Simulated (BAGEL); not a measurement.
# CH6NSi (SMILES CN[SiH2]) at ROHF/def2-SVPD (density fitting with qzvpp-jkfit)

What is the vertical doublet–quartet gap of CH6NSi at ROHF/def2-SVPD (density fitting with qzvpp-jkfit)? 

The calculation is run with BAGEL 1.2.2.

2 further runs of the same task are left out: 2 set aside as unsound or not needed.

## Step 1: Starting point

The species is CH6NSi (9 atoms), meant as a doublet with charge 0. As SMILES, `CN[SiH2]`. The coordinates come from a PBE0-D4/def2-TZVP relaxation. This is one conformer, not always the lowest.

Bond lengths: C1–N2 1.445 Å, N2–Si3 1.721 Å, C1–H4 1.092 Å, C1–H5 1.097 Å, C1–H6 1.094 Å, N2–H7 1.009 Å, Si3–H8 1.496 Å, Si3–H9 1.494 Å. Some angles: C1–N2–Si3 124.4°, C1–N2–H7 113.6°, Si3–N2–H7 117.7°, N2–C1–H4 109.4°, N2–C1–H5 113.3°, N2–C1–H6 110.8°, N2–Si3–H8 107.0°, N2–Si3–H9 106.6°, H4–C1–H5 107.6°, H4–C1–H6 107.3°.

## Step 2: A single-point energy at ROHF/def2-SVPD (density fitting with qzvpp-jkfit)

File calc.json:

```json
{ "bagel": [

{
  "title": "molecule",
  "basis": "def2-svpd.json",
  "df_basis": "qzvpp-jkfit",
  "angstrom": true,
  "geometry": [
    { "atom": "C", "xyz": [      -0.456800,       0.543200,      -0.985800 ] },
    { "atom": "N", "xyz": [       0.351000,       0.374300,       0.200700 ] },
    { "atom": "Si", "xyz": [       0.668300,      -1.140200,       0.954400 ] },
    { "atom": "H", "xyz": [      -1.199800,      -0.255900,      -1.036400 ] },
    { "atom": "H", "xyz": [       0.125800,       0.513900,      -1.914600 ] },
    { "atom": "H", "xyz": [      -1.000400,       1.492200,      -0.954800 ] },
    { "atom": "H", "xyz": [       1.016700,       1.117900,       0.345800 ] },
    { "atom": "H", "xyz": [      -0.640500,      -1.855800,       1.066000 ] },
    { "atom": "H", "xyz": [       1.224200,      -0.836000,       2.307600 ] }
  ]
},

{ "title": "rohf", "nopen": 1 },

{ "title": "print", "file": "orbitals.molden", "orbitals": true }

]}
```

The basis set def2-SVPD is read from a file made from the Basis Set Exchange's data (not shown).

On the command line:

```sh
$ BAGEL_NUM_THREADS=1 BAGEL calc.json > calc.out
```

Standard output:

```text
* using 1 threads per process

  ===============================================================
  ===============================================================

  *** Geometry ***

  { "atom" : "C", "xyz" : [     -0.863227,      1.026499,     -1.862892 ] },
  { "atom" : "N", "xyz" : [      0.663294,      0.707324,      0.379268 ] },
  { "atom" : "Si", "xyz" : [      1.262904,     -2.154666,      1.803555 ] },
  { "atom" : "H", "xyz" : [     -2.267293,     -0.483581,     -1.958512 ] },
  { "atom" : "H", "xyz" : [      0.237728,      0.971130,     -3.618070 ] },
  { "atom" : "H", "xyz" : [     -1.890482,      2.819849,     -1.804311 ] },
  { "atom" : "H", "xyz" : [      1.921285,      2.112525,      0.653467 ] },
  { "atom" : "H", "xyz" : [     -1.210370,     -3.506954,      2.014448 ] },
  { "atom" : "H", "xyz" : [      2.313403,     -1.579811,      4.360732 ] },

  Number of auxiliary basis functions:      388

  Since a DF basis is specified, we compute 2- and 3-index integrals:
    o Being stored without compression. Storage requirement is 0.039 GB

  Number of basis functions:      112
  Number of electrons      :       33

    * METHOD: MOLECULE                             0.17

  *** Open-shell HF ***

  === Nuclear Repulsion ===
   107.9758273257

      * DIIS with orbital gradients will be used.

  === ROHF iteration (def2-svpd.json) ===
      0       -384.39918530          0.02981748           0.10
      1       -384.50753368          0.02045028           0.11
      2       -384.53719074          0.01212370           0.10
      3       -384.55593803          0.00144186           0.10
      4       -384.55664681          0.00052267           0.11
      5       -384.55685885          0.00020782           0.10
      6       -384.55690705          0.00005115           0.11
      7       -384.55694258          0.00001342           0.11
      8       -384.55695051          0.00000444           0.11
      9       -384.55695151          0.00000138           0.11
     10       -384.55695180          0.00000052           0.11
     11       -384.55695185          0.00000023           0.11
     12       -384.55695187          0.00000011           0.11
     13       -384.55695187          0.00000005           0.11
     14       -384.55695188          0.00000002           0.11
     15       -384.55695188          0.00000001           0.10
    * SCF iteration converged.

    * S^2 (ROHF) is 0.7500

    * Permanent dipole moment:
           (   -0.059170,    -0.401936,     0.329102) a.u.

    * METHOD: ROHF                                 1.86

    * METHOD: PRINT                                0.03

  ===============================================================
```

Run time: 2.2 s. Hardware: 1 thread of Arm Neoverse V1, shared host; peak memory 0.12 GiB.

## Step 3: The quartet at the same level

File input.json:

```json
{ "bagel": [

{
  "title": "molecule",
  "basis": "def2-svpd.json",
  "df_basis": "qzvpp-jkfit",
  "angstrom": true,
  "geometry": [
    { "atom": "C", "xyz": [   -0.456800,    0.543200,   -0.985800 ] },
    { "atom": "N", "xyz": [    0.351000,    0.374300,    0.200700 ] },
    { "atom": "Si", "xyz": [    0.668300,   -1.140200,    0.954400 ] },
    { "atom": "H", "xyz": [   -1.199800,   -0.255900,   -1.036400 ] },
    { "atom": "H", "xyz": [    0.125800,    0.513900,   -1.914600 ] },
    { "atom": "H", "xyz": [   -1.000400,    1.492200,   -0.954800 ] },
    { "atom": "H", "xyz": [    1.016700,    1.117900,    0.345800 ] },
    { "atom": "H", "xyz": [   -0.640500,   -1.855800,    1.066000 ] },
    { "atom": "H", "xyz": [    1.224200,   -0.836000,    2.307600 ] }
  ]
},
{ "title": "rohf", "nopen": 3 },
{ "title": "print", "file": "orbitals.molden", "orbitals": true }

]}
```

The basis set def2-SVPD is read from a file made from the Basis Set Exchange's data (not shown).

On the command line:

```sh
$ BAGEL_NUM_THREADS=1 BAGEL input.json > input.out
```

Standard output:

```text
* using 1 threads per process

  ===============================================================
  ===============================================================

  *** Geometry ***

  { "atom" : "C", "xyz" : [     -0.863227,      1.026499,     -1.862892 ] },
  { "atom" : "N", "xyz" : [      0.663294,      0.707324,      0.379268 ] },
  { "atom" : "Si", "xyz" : [      1.262904,     -2.154666,      1.803555 ] },
  { "atom" : "H", "xyz" : [     -2.267293,     -0.483581,     -1.958512 ] },
  { "atom" : "H", "xyz" : [      0.237728,      0.971130,     -3.618070 ] },
  { "atom" : "H", "xyz" : [     -1.890482,      2.819849,     -1.804311 ] },
  { "atom" : "H", "xyz" : [      1.921285,      2.112525,      0.653467 ] },
  { "atom" : "H", "xyz" : [     -1.210370,     -3.506954,      2.014448 ] },
  { "atom" : "H", "xyz" : [      2.313403,     -1.579811,      4.360732 ] },

  Number of auxiliary basis functions:      388

  Since a DF basis is specified, we compute 2- and 3-index integrals:
    o Being stored without compression. Storage requirement is 0.039 GB

  Number of basis functions:      112
  Number of electrons      :       33

    * METHOD: MOLECULE                             0.17

  *** Open-shell HF ***

  === Nuclear Repulsion ===
   107.9758273257

      * DIIS with orbital gradients will be used.

  === ROHF iteration (def2-svpd.json) ===
      0       -384.16516978          0.02206040           0.10
      1       -384.28914708          0.01555606           0.10
      2       -384.32941506          0.00697368           0.10
      3       -384.34241300          0.00294595           0.10
      4       -384.34789140          0.00110066           0.10
      5       -384.34889611          0.00042761           0.10
      6       -384.34916150          0.00021387           0.10
      7       -384.34925047          0.00012679           0.10
      8       -384.34930290          0.00007660           0.11
      9       -384.34931834          0.00004434           0.10
     10       -384.34932525          0.00002644           0.10
     11       -384.34932732          0.00001291           0.10
     12       -384.34932822          0.00000713           0.11
     13       -384.34932869          0.00000338           0.10
     14       -384.34932876          0.00000198           0.10
     15       -384.34932884          0.00000108           0.10
     16       -384.34932882          0.00000058           0.11
     17       -384.34932882          0.00000034           0.10
     18       -384.34932883          0.00000019           0.10
     19       -384.34932883          0.00000012           0.10
     20       -384.34932884          0.00000007           0.10
     21       -384.34932884          0.00000004           0.10
     22       -384.34932884          0.00000002           0.11
     23       -384.34932884          0.00000001           0.10
    * SCF iteration converged.

    * S^2 (ROHF) is 3.7500

    * Permanent dipole moment:
           (    0.987911,    -0.021554,     0.760225) a.u.

    * METHOD: ROHF                                 2.65

    * METHOD: PRINT                                0.03

  ===============================================================
```

It took 3 s on 1 thread of Arm Neoverse V1, shared host; peak memory 0.12 GiB.

## Step 4: Outcome

Level: ROHF/def2-SVPD (density fitting with qzvpp-jkfit).

| quantity | value |
| --- | --- |
| doublet: total energy | -384.55695 Eh |
| doublet: dipole moment | 1.33 D |
| doublet: ⟨S²⟩ | 0.750 |
| quartet: total energy | -384.34933 Eh |
| quartet: dipole moment | 3.17 D |
| quartet: ⟨S²⟩ | 3.750 |
| vertical energy of the quartet above the doublet | 5.650 eV |

At this shape the quartet lies 5.65 eV (130 kcal/mol) above the doublet.
